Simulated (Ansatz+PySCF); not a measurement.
# doublet C2H5: levels of theory in one basis

```xyz
7

C    -0.0027    0.0214   -0.6824
C    -0.0087   -0.0378    0.7882
H     0.9249    0.0169    1.3517
H    -0.9363    0.0240    1.3529
H    -0.0008    1.0630   -1.0755
H     0.8938   -0.4710   -1.1315
H    -0.8828   -0.4621   -1.1200
```

Basis set: def2-SVP (spherical functions). Correlated methods keep 2 orbitals frozen. Correlation on ROHF uses semicanonical orbitals with singles. Charge 0, multiplicity 2.

Computed with Ansatz (development build ahead of 0.2.0); each method stands on the lowest determinant of its kind that the runs found.

```
   method  E − E(ROHF) (eV)  <S²> of the determinant
     ROHF              0.00                     0.75
      UHF             -0.12                     0.76
 ROHF-MP2             -7.41                        –
  UHF-MP2             -7.41                     0.76
ROHF-CCSD             -8.38                        –
 UHF-CCSD             -8.39                     0.76
```

Problem. What does ROHF-CCSD(T) give on the same scale?

Solution. -8.59 eV.

Problem. Is a single determinant a sound starting point here?

Solution. By this sign, yes. Unrestricted orbitals gain 0.12 eV and <S²> is 0.76 against 0.75 for a pure state.
